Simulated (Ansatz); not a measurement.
**How far a parabola holds: energy against volume of fcc Rh**

fcc Rh, treated with r²SCAN-D4 (Ansatz, a first-principles code, PAW). Run with plane-wave cutoff 560 eV, 24×24×24 k mesh, Fermi–Dirac smearing 0.05 eV, no spin polarisation, scalar-relativistic PAW data made under PBE. The cell has no free parameter but its volume, all volumes share cutoff and mesh, and the runs aren't spin-polarised. Energies are free energies at the run's smearing, counted from the lowest row; static lattice.

```csv
V (Å³/atom),E (meV/atom)
13.049,21.42
13.321,5.11
13.593,0.00
13.865,4.79
14.137,18.34
14.408,?
```

Problem. Using a parabola, estimate the missing E at V = 14.408 from the other rows, showing the fit.

Solution. With u = V - 13.6, the rows have u = -0.5510, -0.2790, -0.0070, 0.2650, 0.5370. Least squares gives E = -0.027 - 1.441·u + 67.215·u². Residuals (row less fit): 0.246, -0.497, 0.014, 0.479, -0.242; standard error 0.546 (degrees of freedom: 2). The fitted curve has its minimum at V = 13.6, where E = -0.03. Its curvature is d²E/dV² = 2 × 67.215 meV/Å⁶, so B = V0·d²E/dV² × 0.1602 = 293 GPa. At the withheld row, u = 0.8080, so E = -0.027 - 1.441 × 0.8080 + 67.215 × 0.8080² = 42.691 meV/atom. The calculation gives 39.61 meV/atom, 3.081 meV/atom below the prediction (7.8 % of the range of E in the table). The row lies outside the fitted rows, so this is an extrapolation. From the scatter of the fitted rows alone, a prediction at this place has a standard error of 1.289 meV/atom, so the miss is 2.4 times that.

The residuals are curvature that a parabola lacks, not noise. A solid that stiffens under compression and softens on expansion lies above the parabola at the compressed end and under it at the expanded end, as this row does. A third-order Birch-Murnaghan fit to the whole scan has B0 = 291 GPa. Only scans are tabulated whose curvature falls smoothly with volume, and where the parabola meets the shown rows within 5 % of their range and misses the end by 0.1 meV or more.

Measured, for comparison: bulk modulus 271 GPa (corrected for temperature and zero-point phonon effects, sources range from 271 to 289; as tabulated in Levämäki et al. (2014), arXiv:1402.3671). Computed less measured: bulk modulus +7 % (+0.7 % to +7 % over the range).
